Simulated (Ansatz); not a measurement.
# C2H8Si: the cost of one run

Method: RKS PBE-D4/6-31G*, in Ansatz 0.2.0.

### Step 1. The structure to begin with

Bond lengths: Si1–H2 1.460 Å, Si1–H3 1.460 Å, Si1–C4 1.869 Å, C4–H5 1.110 Å, C4–H6 1.110 Å, C4–H7 1.110 Å, Si1–C8 1.869 Å, C8–H9 1.110 Å, C8–H10 1.110 Å, C8–H11 1.110 Å. Angles (14 of 18 angles, heavy atoms first): C4–Si1–C8 109.5°, H2–Si1–C4 109.5°, H2–Si1–C8 109.5°, H3–Si1–C4 109.5°, H3–Si1–C8 109.5°, Si1–C4–H5 109.5°, Si1–C4–H6 109.5°, Si1–C4–H7 109.5°, Si1–C8–H9 109.5°, Si1–C8–H10 109.5°, Si1–C8–H11 109.5°, H2–Si1–H3 109.5°, H5–C4–H6 109.4°, H5–C4–H7 109.4°.

As a file:

```xyz
11

Si    0.0000    0.0000    0.0000
H     0.0000    0.0000    1.4600
H     1.3768    0.0000   -0.4862
C    -0.8808    1.5259   -0.6227
H    -1.9334    1.2723   -0.8671
H    -0.8624    2.3106    0.1622
H    -0.3704    1.9025   -1.5336
C    -0.8808   -1.5259   -0.6227
H    -1.3804   -2.0377    0.2261
H    -1.6409   -1.2332   -1.3768
H    -0.1449   -2.2146   -1.0879
```

### Step 2. Relaxing the start

input.yaml

```yaml
crystal:
  periodic: [false, false, false]
  atoms:
    - { symbol: Si, position_ang: [0.0, 0.0, 0.0] }
    - { symbol: H, position_ang: [0.0, 0.0, 1.46] }
    - { symbol: H, position_ang: [1.3768, 0.0, -0.4862] }
    - { symbol: C, position_ang: [-0.8808, 1.5259, -0.6227] }
    - { symbol: H, position_ang: [-1.9334, 1.2723, -0.8671] }
    - { symbol: H, position_ang: [-0.8624, 2.3106, 0.1622] }
    - { symbol: H, position_ang: [-0.3704, 1.9025, -1.5336] }
    - { symbol: C, position_ang: [-0.8808, -1.5259, -0.6227] }
    - { symbol: H, position_ang: [-1.3804, -2.0377, 0.2261] }
    - { symbol: H, position_ang: [-1.6409, -1.2332, -1.3768] }
    - { symbol: H, position_ang: [-0.1449, -2.2146, -1.0879] }
basis:
  gaussian: { orbitals: "6-31G*" }
hamiltonian:
  xc: pbe
  dispersion: d4
relax:
  f_tol: 0.02
  max_steps: 40
```

Launch:

```console
ansatz run input.yaml --threads 1 --pin off --max-ram 2048MiB --backend cpu --events-out ev --progress --plain --runs-dir out
```

**Question.** How long does this run take on 1 thread of Arm Neoverse V1, shared host, and how much memory does it need?

About 25 s, with a peak of 0.11 GiB.
